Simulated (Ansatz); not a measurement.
Start from `O=CC1(O)CC1` and change one atom or group to get `OC1(F)CC1`.

Ansatz, PBE0-D4/def2-TZVP geometries, multiplicity 1. Each molecule was computed in one conformer, which needn't be the lowest.

| property | `O=CC1(O)CC1` |
| --- | --- |
| LUMO energy (PBE/def2-TZVPP) / eV | -2.04 |
| LUMO energy (PBE0/def2-TZVPP) / eV | -0.94 |
| HOMO–LUMO gap (PBE0/def2-TZVPP) / eV | 6.54 |
| LUMO energy (ωB97M-V/def2-TZVPP) / eV | 1.30 |
| HOMO–LUMO gap (ωB97M-V/def2-TZVPP) / eV | 11.05 |
| HOMO energy (ωB97M-V/def2-TZVPP) / eV | -9.76 |

Question: What does the change do to each property? (An estimate is asked.)

Answer: The calculation gave: 
```json
{"property": "LUMO energy (PBE/def2-TZVPP) / eV", "`OC1(F)CC1`": "0.24", "shift": "2.28"}
{"property": "LUMO energy (PBE0/def2-TZVPP) / eV", "`OC1(F)CC1`": "1.13", "shift": "2.07"}
{"property": "HOMO–LUMO gap (PBE0/def2-TZVPP) / eV", "`OC1(F)CC1`": "9.08", "shift": "2.54"}
{"property": "LUMO energy (ωB97M-V/def2-TZVPP) / eV", "`OC1(F)CC1`": "2.54", "shift": "1.24"}
{"property": "HOMO–LUMO gap (ωB97M-V/def2-TZVPP) / eV", "`OC1(F)CC1`": "12.83", "shift": "1.78"}
{"property": "HOMO energy (ωB97M-V/def2-TZVPP) / eV", "`OC1(F)CC1`": "-10.29", "shift": "-0.53"}
```

With PBE0 the HOMO falls by 0.46 eV and the LUMO rises by 2.07 eV, so the gap widens by about 2.53 eV. PBE moves the HOMO by -0.39 eV and ωB97M-V by -0.53 eV.
